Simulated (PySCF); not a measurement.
Assignment exercise: C4H4FN

Geometry:
```csv
atom,x (Å),y (Å),z (Å)
F1,2.492,-0.406,0.756
C2,1.200,-0.100,0.822
C3,0.405,-0.144,-0.246
C4,-1.034,0.199,-0.214
C5,-1.919,-0.244,0.847
N6,-1.578,0.951,0.993
H7,0.881,0.198,1.826
H8,0.842,-0.430,-1.207
H9,-1.465,0.482,-1.182
H10,-2.491,-1.018,1.368
```

PySCF 2.14.0 with density-fitted response routines calculation with structure optimised with PBE0-D3(BJ)/def2-SVP, PBE/pcSseg-2 with gauge-including orbitals and B3LYP/pcJ-1 coupling constants (spin–dipole term only in couplings to heteroatoms); a single conformation, relativity neglected, no solvent.

Chemical shifts δ = σref − σ; TMS for ¹³C and ¹H, all at this level.

Problem. Assign these signals to the numbered atoms. ¹³C{¹H} NMR (computed): δ 172.5, 164.5 (d, J = 338.6 Hz), 122.6 (d, J = 13.1 Hz), 27.1 (d, J = 8.7 Hz).

Solution. 
```tsv
δ (ppm)	atoms	environment	reason
172.5	C5	C=N carbon	–
164.5	C2	alkene CH	the olefinic region
122.6	C3	alkene CH	–
27.1	C4	three-membered-ring carbon	deshielded by the electronegative neighbour
```

Problem. Assign these signals to the numbered atoms. ¹H NMR (400 MHz, computed): δ 9.57 (ddd, J = 2.8, 2.4, 1.0 Hz, 1H), 6.35 (ddt, J = 88.1, 12.2, 1.0 Hz, 1H), 5.97 (ddd, J = 15.8, 12.2, 4.7 Hz, 1H), 2.15 (m, 1H).

Solution. 
9.57 → H10, hydrogen on a C=N carbon
6.35 → H7, hydrogen on an alkene CH: attached to an sp2 carbon and in the plane of the double bond
5.97 → H8, hydrogen on an alkene CH
2.15 → H9, hydrogen on a three-membered-ring carbon: its carbon carries N, hence the downfield position

C–F couplings over four or more bonds (about 3 Hz to the para carbon of a fluoroarene) are left out. Common functionals overestimate the size of one-bond C–F couplings by tens of Hz; these are unscaled. Multiplet labels drop couplings under 1 Hz and merge nearly equal ones. Unscaled 3J(H,H) at this level run about 10 % above measured values. Shifts are as computed, not scaled to solution data. Of 1211 compounds with measured shifts, 218 miss one by over three times the rms of a fit or turn the order of signals round; such compounds aren't used in these exercises. Couplings across =CH–CH2 type bonds come from one rotamer and its mirror image, and can be 1–2 Hz further off. Only one conformer was computed, so three-bond couplings in flexible chains and rings are approximate.
